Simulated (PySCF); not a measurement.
methanethiol cation (CH4S), SMILES CS (connectivity only; charge and spin as stated), charge +1, multiplicity 2.

Geometry optimised at PBE0-D3(BJ)/def2-TZVP. The multiplicity is an assumed one; other spin states were not compared.

These are B3LYP/def2-TZVPD in PySCF values and carry that method's errors.

Gas-phase values at a fixed geometry.

The total energy comes out as -438.40802 hartree and the point group is Cs. The α spin, highest occupied and lowest empty level is -15.66 and -6.73 eV and the β spin, highest occupied and lowest empty level comes out as -16.67 and -12.08 eV. The dipole moment about the centre of nuclear charge is 1.17 D and the mean static polarisability comes out as 28.3 bohr³ (4.20 Å³). The polarisability, principal values is 22.9, 26.0, 36.0 bohr³ and the ⟨S²⟩ comes out as 0.755 (pure state 0.75).
